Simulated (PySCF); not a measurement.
Gas-phase reaction: CH₃SiCl₃ + 2 vinylsilane + 2 C₂H₆ ⇌ 3 (CH₃)₃SiCl

Energies from PySCF, thermal terms from the rigid-rotor harmonic-oscillator model, ideal gas at 1 bar. † marks an energy on the PBE0/def2-TZVP geometry and frequencies. MP2 freezes the core. All species are closed-shell singlets. MP2 isn't extrapolated to the basis-set limit; its ΔH°(298 K) is -455.5 kJ in def2-SVP and -510.1 kJ in def2-TZVPP. The harmonic model lacks anharmonicity and excited electronic states, which grow with temperature; levels with a mode under 35 cm⁻¹ are left out. Internal rotation in CH₃SiCl₃, vinylsilane, C₂H₆, (CH₃)₃SiCl is treated as a harmonic vibration of one conformer, which makes the entropy rough.

```json
[
 {"level": "BLYP/def2-TZVP†", "ΔE electronic, kJ": "-420", "ΔH°(298 K), kJ": "-389", "ΔS°(298 K), J/K": "-291", "ΔG°(1200 K), kJ": "-68"},
 {"level": "MP2/def2-SVP†", "ΔE electronic, kJ": "-486", "ΔH°(298 K), kJ": "-456", "ΔS°(298 K), J/K": "-291", "ΔG°(1200 K), kJ": "-135"},
 {"level": "PBE/def2-TZVP†", "ΔE electronic, kJ": "-499", "ΔH°(298 K), kJ": "-468", "ΔS°(298 K), J/K": "-291", "ΔG°(1200 K), kJ": "-147"},
 {"level": "PBE0/def2-SVP†", "ΔE electronic, kJ": "-517", "ΔH°(298 K), kJ": "-486", "ΔS°(298 K), J/K": "-291", "ΔG°(1200 K), kJ": "-165"},
 {"level": "r2SCAN/def2-TZVP†", "ΔE electronic, kJ": "-537", "ΔH°(298 K), kJ": "-506", "ΔS°(298 K), J/K": "-291", "ΔG°(1200 K), kJ": "-186"},
 {"level": "ωB97X-V/def2-TZVP†", "ΔE electronic, kJ": "-530", "ΔH°(298 K), kJ": "-499", "ΔS°(298 K), J/K": "-291", "ΔG°(1200 K), kJ": "-179"}
]
```
ΔH° is lowest at r2SCAN/def2-TZVP† and highest at BLYP/def2-TZVP†. No reference value is set beside these.
